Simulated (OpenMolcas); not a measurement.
## How methods differ on AlHCl2 (SMILES [Cl][AlH][Cl])

AlHCl2: 4 atoms, total charge 0, spin state singlet. As SMILES, `[Cl][AlH][Cl]`. The shape comes from GFN2-xTB, which is rough for such elements, and wasn't checked as a minimum.

```csv
atom,x (Å),y (Å),z (Å)
Cl,-1.2355,0.6985,1.3817
Al,0.0743,0.0537,-0.0186
Cl,-0.1211,-1.6803,-1.0423
H,1.2823,0.9281,-0.3208
```

Each level gives the energy change with the Al2–H4 bond stretched from 1.522 to 1.902 Å (eV). The values are calculated.

```tsv
level	kind	program	value (eV)	less FCI/STO-3G	CPU time (all runs)
HF/STO-3G (restricted)	Hartree–Fock	OpenMolcas	1.61	+0.41	3.1 s
SVWN5/STO-3G (restricted)	LDA	OpenMolcas	1.15	-0.05	6.2 s
PBE/STO-3G (restricted)	GGA	OpenMolcas	1.10	-0.10	7 s
r2SCAN/STO-3G (restricted)	meta-GGA	OpenMolcas	1.21	+0.01	8.5 s
M06-2X/STO-3G (restricted)	hybrid meta-GGA	OpenMolcas	1.34	+0.14	7.9 s
MP2/STO-3G (restricted)	perturbation theory	OpenMolcas	1.38	+0.18	3.2 s
ACPF/STO-3G (restricted)	coupled cluster or CI	OpenMolcas	1.18	-0.02	3.5 s
FCI/STO-3G	exact in the basis	OpenMolcas	1.20	0.00	3.7 min
```

FCI/STO-3G is exact within its basis and frozen core, so for wave-function methods in that basis the difference is their error; functionals converge differently with the basis, so for them it is only a difference. The first shape isn't each level's own minimum. The values span 1.10 to 1.61 eV. All rows use very small basis sets, so even the best lies far from the true value. CPU times are rough (shared hosts, several kinds of processor): they show what a rung costs within a factor of a few.
